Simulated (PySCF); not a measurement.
propyne (C₃H₄), SMILES C#CC. Heavy atoms are numbered as in [CH3:1][C:2]#[CH:3]. Hydrogens are named by the atom that carries them.

Geometry: ωB97X-D3(BJ)/def2-TZVP.

All values below come from PBE/pcSseg-2 in PySCF.

GIAO shieldings, no solvent; atoms alike by connectivity are averaged. δ = σ(ref) − σ: ¹³C against TMS (σ = 181.4 ppm); ¹H against TMS (σ = 31.47 ppm), references at their B3LYP-D3(BJ)/def2-TZVP geometries, non-relativistic.

Computed chemical shifts:
```csv
nucleus,atoms,count,δ (ppm)
¹³C,C2,1,85.2
¹³C,C3 (CH),1,70.8
¹³C,C1 (CH3),1,4.7
¹H,H on C1,3,1.89
¹H,H on C3,1,1.25
```
